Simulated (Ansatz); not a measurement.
Consider the formal loss of a carbene: `CCOC(C)F` → `CCOC` + `[CH]F`.

Computed with Ansatz on PBE0-D4/def2-TZVP structures; ΔE is electronic, products minus reactants. CBS: MP2 limit from def2 TZ/QZ plus the TZ coupled-cluster correction, frozen cores. This one scheme is used for every species. Functionals use def2-TZVPP. HSE06 is defined as in plane-wave codes. Each species was taken in one conformer, which may not be the lowest.

| level | ΔE (kJ/mol) | difference from CCSD(T)/CBS |
| --- | --- | --- |
| BLYP-D4 | 415.9 | -18.8 |
| r2SCAN-D4 | 458.6 | 23.9 |
| HSE06-D4 | 456.8 | 22.1 |
| BHLYP-D4 | 437.9 | 3.2 |
| PBE-QIDH | 461.1 | 26.4 |
| PBE | 440.9 | 6.2 |
| r2SCAN | 456.7 | 22.0 |
| r2SCANh | 458.6 | 23.9 |
| CAM-B3LYP | 437.2 | 2.5 |
| LC-ωPBE | 455.0 | 20.3 |
| RPA@PBE/def2-TZVPP | 399.1 | -35.6 |
| HF/def2-SVP | 408.7 | -26.0 |
| MP2/def2-SVP | 465.6 | 30.9 |
| MP2/def2-TZVPP | 456.7 | 22.0 |
| SCS-MP2/def2-QZVPP | 438.9 | 4.2 |
| CCSD/CBS(def2) | 431.5 | -3.2 |
| CCSD(T)/CBS | 434.7 | 0 |

Largest T1 diagnostic among the species: 0.018.

The D4 term adds +10.0 kJ/mol with B3LYP and +5.5 kJ/mol with PBE0; it sums over pairs of atoms, weighted by their polarisabilities, and B3LYP, whose exchange is more repulsive, gets the larger term. From BLYP to BHLYP (50 % exact exchange), in def2-TZVPP and without D4, ΔE moves by +28.7 kJ/mol.

CCSD(T)/CBS has its own doubt, a few kJ/mol and more with outer-core shells, so smaller differences from it don't rank the levels.

B3LYP here is the variant with VWN-RPA as its local correlation; programs differ in this.
